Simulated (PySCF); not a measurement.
water cation (H2O), SMILES O (connectivity only; charge and spin as stated), charge +1, multiplicity 2.

The structure is a stationary point at B3LYP-D3(BJ)/def2-TZVPD. The multiplicity is an assumed one; other spin states were not compared.

Computed with PySCF 2.14.0 with TDA-PBE0/def2-TZVPD.

Vertical excitations. Isolated molecule, no solvent.

Question: Give excitation energies, oscillator strengths and character. (Estimate from the structure and the level; the computed values follow.)

Answer: 
| state | energy (eV) | λ (nm) | f | main pairs |
|---|---|---|---|---|
| root 1 | 2.36 | 525 | 0.001 | β HOMO→LUMO 99 % |
| root 2 | 6.46 | 192 | 0.000 | β HOMO−1→LUMO 99 % |
| root 3 | 12.31 | 101 | 0.003 | α HOMO→LUMO 31 %, β HOMO→LUMO+1 66 % |
| root 4 | 13.63 | 91 | 0.082 | α HOMO→LUMO 66 %, β HOMO→LUMO+1 31 % |
| root 5 | 13.70 | 90 | 0.016 | α HOMO−1→LUMO 97 % |
| root 6 | 13.93 | 89 | 0.004 | α HOMO→LUMO+1 27 %, β HOMO→LUMO+2 62 % |
| root 7 | 15.54 | 80 | 0.041 | α HOMO→LUMO+1 49 %, β HOMO→LUMO+2 34 %, β HOMO−1→LUMO+1 14 % |
| root 8 | 15.67 | 79 | 0.000 | α HOMO−1→LUMO+1 97 % |
| root 9 | 15.94 | 78 | 0.013 | α HOMO−2→LUMO 38 %, α HOMO→LUMO+1 20 %, β HOMO−1→LUMO+1 40 % |
| root 10 | 17.20 | 72 | 0.001 | α HOMO−2→LUMO+1 37 %, β HOMO−1→LUMO+2 48 % |
Unrestricted roots are not spin-pure.
